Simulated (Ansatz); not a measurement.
Consider the isomerisation: `C1=NCC1` → `CC1=CN1`.

Gas-phase electronic energies from Ansatz, PBE0-D4/def2-TZVP geometries. CBS: MP2 limit from def2 TZ/QZ plus the TZ coupled-cluster correction, frozen cores. Functionals use def2-TZVPP. HSE06 is defined as in plane-wave codes.

```
             level  ΔE (kJ/mol)  difference from CCSD(T)/CBS
            B97M-V        164.1                         -4.0
           PBE0-D4        168.7                          0.6
          HSE06-D4        168.7                          0.6
      CAM-B3LYP-D4        169.4                          1.3
           ωB97M-V        170.2                          2.1
          PBE-QIDH        175.1                          7.0
            r2SCAN        162.9                         -5.2
           r2SCAN0        169.0                          0.9
           LC-ωPBE        173.9                          5.8
RPA@PBE/def2-TZVPP        177.0                          8.9
       HF/def2-SVP        191.9                         23.8
   CCSD/def2-TZVPP        176.2                          8.1
CCSD(T)/def2-TZVPP        173.7                          5.6
     HF/def2-QZVPP        184.9                         16.8
SCS-MP2/def2-QZVPP        169.6                          1.5
     MP2/CBS(def2)        163.4                         -4.7
       CCSD(T)/CBS        168.1                            0
```

Largest T1 diagnostic among the species: 0.011.

At CCSD(T), def2-SVP lies +13.5 kJ/mol from the extrapolated value and def2-TZVPP +5.7 kJ/mol. In def2-TZVPP, CCSD(T) changes the Hartree–Fock value by −11.8 kJ/mol (the triples alone add −2.4 kJ/mol) and MP2 by −16.5 kJ/mol.
